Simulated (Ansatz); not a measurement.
**Nudged elastic band run: ClH$_{4}$Si**

input.yaml

```yaml
crystal:
  periodic: [false, false, false]
  atoms:
    - { symbol: H, position_ang: [-0.430055, 0.297799, 0.678903] }
    - { symbol: Si, position_ang: [0.536874, -0.340106, -0.248482] }
    - { symbol: Cl, position_ang: [-0.094102, -0.013379, -2.187224] }
    - { symbol: H, position_ang: [-2.490194, 1.600382, 1.848214] }
    - { symbol: H, position_ang: [1.884223, 0.258731, -0.082019] }
    - { symbol: H, position_ang: [0.593255, -1.803429, -0.009391] }
magnetization:
  spin_polarized: true
  initial_magnetization: 1
basis:
  gaussian: { orbitals: "6-31G*" }
hamiltonian:
  xc: pbe0
  dispersion: d4
neb:
  order_check: false
  images: 5
  f_tol: 0.05
  max_iterations: 60
  final_atoms:
    - { symbol: H, position_ang: [-1.61852613, 1.05478951, 1.43981178] }
    - { symbol: Si, position_ang: [0.81207178, -0.51381498, -0.37053976] }
    - { symbol: Cl, position_ang: [-0.02759119, -0.05449764, -2.20047275] }
    - { symbol: H, position_ang: [-2.21542422, 1.42879254, 1.67932583] }
    - { symbol: H, position_ang: [2.1770654, 0.08146553, -0.31255918] }
    - { symbol: H, position_ang: [0.87240535, -1.99673696, -0.23556492] }
  initial_path:
    images:
      - { positions_ang: [[-0.430055, 0.297799, 0.678903], [0.536874, -0.340106, -0.248482], [-0.094102, -0.013379, -2.187224], [-2.490194, 1.600382, 1.848214], [1.884223, 0.258731, -0.082019], [0.593255, -1.803429, -0.009391]] }
      - { positions_ang: [[-0.57407801, 0.38798595, 0.73159852], [0.51415735, -0.32493228, -0.22066226], [-0.14149834, 0.01806042, -2.13252134], [-2.19703088, 1.41269125, 1.6503308], [1.84464041, 0.28317577, -0.05110542], [0.55381046, -1.77698311, 0.02236071]] }
      - { positions_ang: [[-0.71810102, 0.4781729, 0.78429403], [0.49144071, -0.30975856, -0.19284252], [-0.18889468, 0.04949984, -2.07781869], [-1.90386775, 1.2250005, 1.4524476], [1.80505782, 0.30762054, -0.02019185], [0.51436592, -1.75053721, 0.05411242]] }
      - { positions_ang: [[-0.86212402, 0.56835985, 0.83698955], [0.46872406, -0.29458484, -0.16502277], [-0.23629103, 0.08093925, -2.02311603], [-1.61070463, 1.03730975, 1.25456441], [1.76547523, 0.3320653, 0.01072173], [0.47492138, -1.72409132, 0.08586413]] }
      - { positions_ang: [[-1.11425806, 0.73050307, 1.03793029], [0.5831733, -0.36766155, -0.23352844], [-0.16672441, 0.03579362, -2.08223494], [-1.81227782, 1.16780401, 1.39615155], [1.90267196, 0.24853205, -0.09703857], [0.60741604, -1.8149732, -0.02127889]] }
      - { positions_ang: [[-1.36639209, 0.89264629, 1.23887103], [0.69762254, -0.44073827, -0.3020341], [-0.0971578, -0.00935201, -2.14135384], [-2.01385102, 1.29829828, 1.53773869], [2.03986868, 0.16499879, -0.20479888], [0.7399107, -1.90585508, -0.1284219]] }
      - { positions_ang: [[-1.61852613, 1.05478951, 1.43981178], [0.81207178, -0.51381498, -0.37053976], [-0.02759119, -0.05449764, -2.20047275], [-2.21542422, 1.42879254, 1.67932583], [2.1770654, 0.08146553, -0.31255918], [0.87240535, -1.99673696, -0.23556492]] }
```

Command:

```bash
$ ansatz run input.yaml --threads 1 --pin off --max-ram 2048MiB --backend cpu --events-out ev --progress --plain --runs-dir out
```

Output, in part (warnings, iteration lines, the closing report on the highest movable image, with atoms numbered from 0):

```
NEB end point (image 0): max|allowed force component| = 1.333e-2 eV/Å (the criterion of neb.relax_end_points is 1.000e-2)
NEB end point (image 6): max|allowed force component| = 7.314e-3 eV/Å (the criterion of neb.relax_end_points is 1.000e-2)
NEB iter   1: max|band force component| = 2.391e0 eV/Å  barrier→ = 0.4340 eV  barrier← = 0.9773 eV  Δτ_max = 0.2000 Å  (175 SCF iters)
NEB iter   2: max|band force component| = 1.095e0 eV/Å  barrier→ = 0.1447 eV  barrier← = 0.6881 eV  Δτ_max = 0.1274 Å  (136 SCF iters)
NEB iter   3: max|band force component| = 4.995e-1 eV/Å  barrier→ = 0.0980 eV  barrier← = 0.6414 eV  CI = image 2  Δτ_max = 0.0952 Å  (122 SCF iters)
NEB iter   4: max|band force component| = 2.052e-1 eV/Å  barrier→ = 0.1209 eV  barrier← = 0.6642 eV  CI = image 2  Δτ_max = 0.1752 Å  (124 SCF iters)
NEB iter   5: max|band force component| = 2.672e-1 eV/Å  barrier→ = 0.1262 eV  barrier← = 0.6696 eV  CI = image 2  Δτ_max = 0.0852 Å  (123 SCF iters)
NEB iter   6: max|band force component| = 7.080e-2 eV/Å  barrier→ = 0.1272 eV  barrier← = 0.6705 eV  CI = image 2  Δτ_max = 0.1697 Å  (122 SCF iters)
NEB iter   7: max|band force component| = 6.447e-2 eV/Å  barrier→ = 0.1265 eV  barrier← = 0.6698 eV  CI = image 2  Δτ_max = 0.0868 Å  (123 SCF iters)
NEB iter   8: max|band force component| = 4.764e-2 eV/Å  barrier→ = 0.1260 eV  barrier← = 0.6693 eV  CI = image 2  Δτ_max = 0.0000 Å  (250 SCF iters)
Total energy: -20455.13993982 eV, -751.7125277965 hartree
Atom 0 at    -0.720699     0.472469     0.710733 Å, force     0.008109    -0.005097    -0.004816 eV/Å
Atom 1 at     0.364982    -0.232680    -0.171582 Å, force    -0.000982     0.000070    -0.006870 eV/Å
Atom 2 at    -0.138562     0.015032    -2.156015 Å, force    -0.001113     0.000561    -0.003697 eV/Å
Atom 3 at    -1.602043     1.043602     1.418276 Å, force    -0.004856     0.003404     0.006205 eV/Å
Atom 4 at     1.693641     0.387060     0.064835 Å, force     0.000147     0.002042     0.004685 eV/Å
Atom 5 at     0.402682    -1.685486     0.133753 Å, force    -0.001305    -0.000980     0.004491 eV/Å
Dipole moment:     0.152898    -0.085607     0.286596 e Å
```

It converged. A vibrational analysis at the climbing image gives one clearly imaginary mode, 872i cm⁻¹: a first-order saddle point.

Final band (atoms are numbered from 1 in the order of the input):

```tsv
image	path coordinate (Å)	energy (kcal/mol)	H1–Si2 (Å)	H1–H4 (Å)
0	0.00	0.0	1.48	2.70
1	0.64	0.5	1.48	2.02
2	1.27	2.9	1.57	1.27
3	1.79	-8.0	2.17	0.78
4	2.31	-11.4	2.62	0.75
5	2.84	-12.4	3.06	0.75
6	3.36	-12.5	3.41	0.74
```

Run time: 48 s on 1 thread of Intel(R) Xeon(R) 6975P-C (Granite Rapids) (shared host), peak memory 0.13 GiB.
